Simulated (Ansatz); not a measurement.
**Down a group: atomization energies of BNC, BNSi**

Ansatz 0.2.0, functionals in def2-QZVPP, HF, MP2 and coupled cluster extrapolated from def2-TZVPP and def2-QZVPP (exp(−7.88 √X), X^−2.97); geometries are PBE0/def2-TZVP minima. Wave-function levels freeze the cores; HF, MP2 and coupled cluster are restricted for singlets and unrestricted otherwise, atoms included (their steps beyond CCSDT(Q) come from restricted open-shell runs), Kohn–Sham unrestricted where that lies lower. The best estimate adds to that CCSD(T) limit the step from CCSD(T) to the highest level run in a smaller set (CCSDT(Q)/cc-pVDZ, CCSDTQ/cc-pVDZ). It lacks core correlation, which semilocal and hybrid functionals hold and which counts in their errors here, (a few kJ/mol in atomization energies of light atoms) is good to about 1 kcal/mol where the step is under 0.06 eV, as here, and is no measured value. An error is the level's value less this estimate. Energies are electronic, without zero-point terms. No spin–orbit coupling and no scalar relativity. CCSD(T)'s error is that step with its sign reversed, by construction, and steps from double-zeta sets run high. The species are chosen: bound, without strong static correlation by their natural occupations or amplitudes, in their lowest spin state as far as vertical gaps and like structures tell, and with a ladder that closes on the reference, so errors are smaller than for species at large; levels whose determinant breaks symmetry or spin markedly are left out.

```csv
species,bonds (Å),quantity,symmetry of the states,reference,value (kcal/mol),error CCSD(T),error PBE,error BLYP,error B3LYP,error wB97M-V
"BNC, singlet","C–N 1.183, B–N 1.415, angle at N 180°",atomization,Σ⁺,limit + step to CCSDTQ/cc-pVDZ,304.8,-0.6,17.5,9.0,2.5,7.6
"BNSi, singlet","B–N 1.366, N–Si 1.578, angle at N 180°",atomization,Σ⁺,limit + step to CCSDT(Q)/cc-pVDZ,261.0,-0.9,12.2,7.9,2.4,8.5
```

The reference falls from C to Si, by 43.8 kcal/mol in all.
